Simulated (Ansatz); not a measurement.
**SiCCl+ (quintet): from Hartree-Fock to the top rungs, cc-pVTZ**

Aim: climb from Hartree-Fock through coupled cluster for SiCCl+ (quintet) at one geometry and basis, and see what each rung misses.

Computed with Ansatz 0.2.0, Gaussian basis. Level: cc-pVTZ, core rule «outside noble gas», up to 11 orbitals frozen.

To be run: UHF; CCSD(T) on ROHF; CCSD(T) on UHF; BCCD(T) on ROHF; CCSDT(Q) on ROHF; CCSDT(Q) on UHF.

7 further runs of the same task are left out: 2 for a known fault of the program, 5 set aside as unsound or not needed.

## (1) The geometry

The geometry is a PBE0/def2-TZVP stationary point (not a proven minimum) of the parent state, kept for this charge and spin.

3 atoms, charge 1, spin multiplicity 5.

Atoms are counted from 1 here; the program's logs count them from 0.

Bond lengths: C1–Si2 1.858 Å, Si2–Cl3 2.076 Å. Angles: C1–Si2–Cl3 103.7°.

## (2) UHF

Input file in.yaml:

```yaml
crystal:
  periodic: [false, false, false]
  atoms:
    - {symbol: C, position_ang: [0.000000, -0.896812, 1.818922]}
    - {symbol: Si, position_ang: [0.000000, 0.607235, 0.728623]}
    - {symbol: Cl, position_ang: [0.000000, -0.177225, -1.193419]}
basis:
  gaussian: {orbitals: cc-pVTZ}
total_charge: 1
magnetization: {spin_polarized: true, initial_magnetization: 4}
hamiltonian: {xc: hf}
output: {orbitals: {seedname: orbitals}}
```

On the command line:

```
$ ansatz run in.yaml --threads 1 --pin off --events-out ev --progress --plain --max-ram 2816MiB --backend cpu
```

Further steps of the session: CCSD(T) on ROHF; CCSD(T) on UHF; BCCD(T) on ROHF; CCSDT(Q) on ROHF; CCSDT(Q) on UHF.

**Question.** What will the summary of the whole plan be? Wanted: UCCSDT(Q) below the RHF energy; RMP2 from UCCSDT(Q); UMP2 from UCCSDT(Q); RCCSD from UCCSDT(Q); RCCSD(T) from UCCSDT(Q); UCCSD(T) from UCCSDT(Q); RCCSDT(Q) from UCCSDT(Q); T1 diagnostic.

As calculated:

| quantity | value |
| --- | --- |
| UCCSDT(Q) below the RHF energy | -10.2948 eV |
| RMP2 from UCCSDT(Q) | +153.0 kJ/mol |
| UMP2 from UCCSDT(Q) | +153.4 kJ/mol |
| RCCSD from UCCSDT(Q) | +56.0 kJ/mol |
| RCCSD(T) from UCCSDT(Q) | +8.9 kJ/mol |
| UCCSD(T) from UCCSDT(Q) | +8.8 kJ/mol |
| RCCSDT(Q) from UCCSDT(Q) | +0.8 kJ/mol |
| levels within 1 kcal/mol (43 meV) | RCCSDT, UCCSDT, RCCSDT(Q) |
| T1 diagnostic | 0.036 |

In words: RCCSD(T) misses by +8.9 kJ/mol, 0.9 % of the correlation energy. These misses are within one basis, not against nature; the frozen cores of restricted and unrestricted runs differ, which can shift their rows.
